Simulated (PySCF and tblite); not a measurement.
The numbers below are computed, except where a source is named.
Stationary points of C$_{4}$H$_{6}$FN at GFN2-xTB, in Å:

Structure A

```
 1 C    -2.018   -0.182   -0.077
 2 C    -0.768   -0.287    0.356
 3 F    -0.542   -0.922    1.530
 4 C     0.457    0.220   -0.303
 5 C     1.737   -0.045    0.420
 6 N     0.490    0.841   -1.400
 7 H    -2.252    0.312   -1.001
 8 H    -2.837   -0.590    0.488
 9 H     2.564    0.367   -0.148
10 H     1.875   -1.117    0.551
11 H     1.704    0.407    1.410
12 H    -0.407    0.996   -1.852
```

Structure B

```
 1 C    -1.744   -0.742   -0.027
 2 C    -0.877    0.148    0.414
 3 F    -1.148    0.874    1.528
 4 C     0.432    0.509   -0.221
 5 C     1.591   -0.346    0.174
 6 N     0.592    1.458   -1.027
 7 H    -1.534   -1.313   -0.912
 8 H    -2.679   -0.915    0.476
 9 H     2.485   -0.011   -0.343
10 H     1.383   -1.386   -0.073
11 H     1.741   -0.281    1.251
12 H    -0.241    2.004   -1.241
```

Structure C

```
 1 C    -1.495   -0.926    0.388
 2 C    -0.990    0.265    0.101
 3 F    -1.831    1.329    0.043
 4 C     0.417    0.625   -0.180
 5 C     1.421   -0.483   -0.139
 6 N     0.811    1.793   -0.446
 7 H    -0.875   -1.799    0.447
 8 H    -2.549   -1.048    0.572
 9 H     2.401   -0.073   -0.363
10 H     1.172   -1.246   -0.874
11 H     1.438   -0.942    0.847
12 H     0.085    2.507   -0.460
```

Level: PBE0/pcSseg-1 + D3(BJ) on GFN2-xTB stationary points, with GFN2-xTB thermal terms.

Task: Which structure is a saddle point, and along which motion?

Result: B: one imaginary mode (68i cm⁻¹ at GFN2-xTB, mostly on F3, N6, C5), along the rotation about the C2–C4 bond (torsion C1–C2–C4–C5 from 180° to 360°, rising).

Task: Give their symmetry and energies above the lowest.

Result: A Cs, 2.7 kcal/mol; B C1, 7.0 kcal/mol; C Cs, 0.0 kcal/mol.
